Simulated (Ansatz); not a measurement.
## hcp Cd

Calculation: r²SCAN (plane waves, PAW; Ansatz, a first-principles code).

Settings: plane-wave cutoff 500 eV, 30×30×14 k mesh (along the axes of the cell as run), Fermi–Dirac smearing 0.1 eV, scalar-relativistic PAW data made under PBE.

Cell (relaxed at this level):

```cif
data_Cd2
_chemical_formula_sum 'Cd2'
_space_group_name_H-M_alt 'P 1'
_space_group_IT_number 1
_cell_length_a 2.96638
_cell_length_b 2.96638
_cell_length_c 5.77770
_cell_angle_alpha 90.000
_cell_angle_beta 90.000
_cell_angle_gamma 120.000
loop_
_space_group_symop_operation_xyz
  'x, y, z'
loop_
_atom_site_label
_atom_site_type_symbol
_atom_site_fract_x
_atom_site_fract_y
_atom_site_fract_z
_atom_site_occupancy
Cd1 Cd 0.33333 0.66667 0.25000 1
Cd2 Cd 0.66667 0.33333 0.75000 1
```

* **equilibrium volume per atom**: 22.01 Å³/atom
* **equilibrium lattice constant a**: 2.966 Å
* **c axis length**: 5.778 Å

Measured, for comparison: lattice constant a 2.979 Å, lattice parameter c 5.617 Å (293 K, no zero-point or thermal correction; as tabulated in Wikipedia's data pages). Computed (rounded) less measured: lattice constant a -0.4 %, lattice parameter c +2.9 %. A static lattice is as a rule a little smaller and stiffer than an uncorrected measurement, which narrows the difference in the lattice constant a and would widen misses of the other sign.

Computed values are for the static lattice.
